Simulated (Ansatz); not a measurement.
Geometry optimisation, RKS BHLYP-D4/def2-mTZVP (Ansatz).

Input:

```yaml
crystal:
  periodic: [false, false, false]
  atoms:
    - { symbol: B, position_ang: [0.003359, 0.265343, -0.034661] }
    - { symbol: H, position_ang: [-0.022561, 0.333279, 1.152176] }
    - { symbol: H, position_ang: [1.001722, 0.237355, -0.660532] }
    - { symbol: F, position_ang: [-1.145649, 0.257196, -0.662163] }
    - { symbol: Cl, position_ang: [0.175077, -2.580148, 1.084741] }
    - { symbol: H, position_ang: [0.004352, -1.436725, 1.745138] }
basis:
  gaussian: { orbitals: def2-mTZVP }
hamiltonian:
  xc: { name: BHLYP }
  dispersion: d4
relax:
  f_tol: 0.03
  max_steps: 50
output:
  orbitals: {}
```

Run as:

```bash
$ ansatz run input.yaml --threads 1 --pin off --max-ram 2048MiB --backend cpu --events-out ev --progress --plain --runs-dir out
```

Where does it end, and by what steps?

The run converged. The force dipped under the threshold on the way, but the program's further checks kept it going. After 40 steps the energy has fallen by 0.155 eV; H6 moved furthest, 1.16 Å.

```json
{"step": "0", "energy less start (eV)": "0.0000", "largest force component (eV/Å)": "1.202", "accepted": "yes"}
{"step": "2", "energy less start (eV)": "-0.0828", "largest force component (eV/Å)": "0.724", "accepted": "yes"}
{"step": "4", "energy less start (eV)": "-0.1225", "largest force component (eV/Å)": "0.113", "accepted": "yes"}
{"step": "6", "energy less start (eV)": "-0.0922", "largest force component (eV/Å)": "1.319", "accepted": "no"}
{"step": "8", "energy less start (eV)": "-0.1235", "largest force component (eV/Å)": "0.527", "accepted": "no"}
{"step": "10", "energy less start (eV)": "-0.1295", "largest force component (eV/Å)": "0.094", "accepted": "yes"}
{"step": "12", "energy less start (eV)": "-0.1305", "largest force component (eV/Å)": "0.037", "accepted": "yes"}
{"step": "14", "energy less start (eV)": "-0.1314", "largest force component (eV/Å)": "0.138", "accepted": "yes"}
{"step": "16", "energy less start (eV)": "-0.1330", "largest force component (eV/Å)": "0.006", "accepted": "yes"}
{"step": "18", "energy less start (eV)": "-0.1335", "largest force component (eV/Å)": "0.073", "accepted": "yes"}
{"step": "20", "energy less start (eV)": "-0.1363", "largest force component (eV/Å)": "0.010", "accepted": "yes"}
{"step": "22", "energy less start (eV)": "-0.1360", "largest force component (eV/Å)": "0.290", "accepted": "no"}
{"step": "24", "energy less start (eV)": "-0.1379", "largest force component (eV/Å)": "0.203", "accepted": "yes"}
{"step": "26", "energy less start (eV)": "-0.1318", "largest force component (eV/Å)": "0.541", "accepted": "no"}
{"step": "28", "energy less start (eV)": "-0.1445", "largest force component (eV/Å)": "0.360", "accepted": "no"}
{"step": "30", "energy less start (eV)": "-0.1476", "largest force component (eV/Å)": "0.111", "accepted": "yes"}
{"step": "32", "energy less start (eV)": "-0.1532", "largest force component (eV/Å)": "0.062", "accepted": "yes"}
{"step": "34", "energy less start (eV)": "-0.1381", "largest force component (eV/Å)": "0.797", "accepted": "no"}
{"step": "36", "energy less start (eV)": "-0.1541", "largest force component (eV/Å)": "0.243", "accepted": "no"}
{"step": "38", "energy less start (eV)": "-0.1549", "largest force component (eV/Å)": "0.123", "accepted": "yes"}
{"step": "40", "energy less start (eV)": "-0.1553", "largest force component (eV/Å)": "0.024", "accepted": "yes"}
```

```xyz
6
Properties=species:S:1:pos:R:3
B 0.059 0.413 -0.056
H 0.334 1.112 0.854
H 0.793 0.155 -0.945
F -1.167 -0.073 -0.109
Cl 0.633 -2.221 1.546
H -0.635 -2.309 1.335
```

Whether the end is a true minimum wasn't checked by a vibrational analysis.

Time of the run: 80 s on 1 thread of Arm Neoverse V2 (shared host), peak memory 0.13 GiB.
